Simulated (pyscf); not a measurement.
PySCF, gas phase, ωB97X-D3(BJ)/def2-SVP geometries. MP2 and CC: frozen core, UHF for open shells. ΔMP2 is the change of the MP2 total energy from the triple- to the quadruple-zeta basis.

Q: `[PH2][PH2]` + `[SiH2]` [singlet] → `[PH]=[PH]` + `[SiH4]`
Surface: singlet. Broken: H–P, H–P. Formed: H–Si, H–Si. Give ΔE‡ and ΔE from CCSD(T)/def2-TZVPP + ΔMP2(QZVPP), relative to the separated reactants.

A: ΔE‡ = 5.0 kcal/mol, ΔE = -35.1 kcal/mol. Zero-point energy shifts the barrier by -0.3 kcal/mol. It is a concerted two-bond exchange, with an imaginary mode of 1065i cm⁻¹. On the reactant side the descent ends in an adduct with a H–Si contact, 11.5 kcal/mol under the separated species and 16.9 kcal/mol under the saddle at ωB97X-D3(BJ)/def2-TZVP. What is counted as formed (H–Si) is already present as a longer contact in the reactant adduct; forming that adduct is a step of its own. The same reactants have a lower exit, to H₃Si–PH–PH₂ (barrier -6.3 kcal/mol at ωB97M-D3(BJ)/def2-TZVP, against +8.2 kcal/mol here). This is the saddle that the search found; another between the same sides may lie lower. The CCSD(T) − MP2 part came from Ansatz, without density fitting, on the same reference.
